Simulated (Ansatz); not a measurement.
Compare A (`CCC(O)(O)F`) with its isomer B (`CC(F)OCO`).

Gas-phase electronic energies from Ansatz, PBE0-D4/def2-TZVP geometries. CBS: MP2 limit from def2 TZ/QZ plus the TZ coupled-cluster correction, frozen cores. DFT in def2-TZVPP. B3LYP here is the variant with VWN-RPA as its local correlation; programs differ in this. Each species was taken in one conformer, which may not be the lowest.

(1) Which isomer does CCSD(T)/CBS put lower? Give the gap. (Best estimate.)

(2) Give E(B) − E(A) in kJ/mol with B3LYP, r2SCAN-D4, ωB97M-V, B2PLYP, MP2/def2-TZVPP, CCSD/def2-TZVPP, PBE-D4. (An estimate is asked.)

Largest T1 diagnostic: 0.011.

Results:

(1) Ansatz gave: A, by 65.6 kJ/mol.

(2) Computed: B3LYP 53.1, r2SCAN-D4 65.5, ωB97M-V 66.3, B2PLYP 58.4, MP2/def2-TZVPP 69.0, CCSD/def2-TZVPP 64.3, PBE-D4 59.8. None reverses the order clearly.

In def2-TZVPP, CCSD(T) changes the Hartree–Fock value by +8.3 kJ/mol (the triples alone add +0.4 kJ/mol) and MP2 by +12.6 kJ/mol. From PBE to PBE0 (25 % exact exchange), in def2-TZVPP and without D4, E(B) − E(A) moves by +5.6 kJ/mol.
